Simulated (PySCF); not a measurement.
A series of substituents X on one scaffold: vinyl-X. Gas-phase values, no solvent. One relaxed conformer stands for each flexible species; it need not be the lowest. Strings in code marks are SMILES.

Level of theory: PBE-D3(BJ)/def2-TZVP // B3LYP-D3(BJ)/def2-TZVP in PySCF 2.14.0. All candidates: neutral, multiplicity 1. Delta-SCF ions had no search for a lower state. Excitations are Tamm–Dancoff values on a coarser integration grid. The basis has no diffuse functions, so Rydberg states are missing or too high.

```yaml
S1 excitation (TDA): 5.22 eV
vertical ionisation energy (Delta-SCF): 7.85 eV
HOMO–LUMO gap: 4.59 eV
```

Name which member has these values.
A) `C=CC=C` (C–C–C–C torsion 180°)
B) `C=C[SiH3]`
C) `C=CBr`
D) `C=CNC` (C–C–N–C torsion 151°)

D, `C=CNC` (C–C–N–C torsion 151°). The others give `C=CBr`: 5.66 eV, 9.60 eV, 4.95 eV; `C=CC=C` (C–C–C–C torsion 180°): 6.24 eV, 8.91 eV, 4.02 eV; `C=C[SiH3]`: 6.44 eV, 10.05 eV, 5.39 eV
